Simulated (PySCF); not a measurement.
Gas-phase reaction: Si2N + 5 NH2 + 2 NH3 ⇌ 2 Si(NH2)4

Computed with PySCF and rigid-rotor harmonic-oscillator thermochemistry at 1 bar. † marks an energy on the PBE0/def2-TZVP geometry and frequencies. Open shells (unrestricted): Si2N (multiplicity 2), NH2 (multiplicity 2); the rest are closed-shell singlets. Spin-orbit splitting is ignored; it lowers the true energy and changes the entropy of Si2N. Si(NH2)4: computed as isolated molecules; such fragments, hydroxides, amides, oligomers or adducts are transient or little studied in the gas.

ωB97X-V/def2-TZVP† gives ΔH°(298 K) = -2004 kJ.

Question: What do M06-2X/def2-TZVP†, PBE0/def2-SVP†, r2SCAN/def2-TZVP† give?

Answer: M06-2X/def2-TZVP†: -2028 kJ; PBE0/def2-SVP†: -1909 kJ; r2SCAN/def2-TZVP†: -1912 kJ. For scale, ΔH°(298 K) is -2004 kJ at this level, -1990 kJ at ωB97M-V/def2-TZVP†, and runs from -2308 to -1741 kJ over the 13 levels computed.
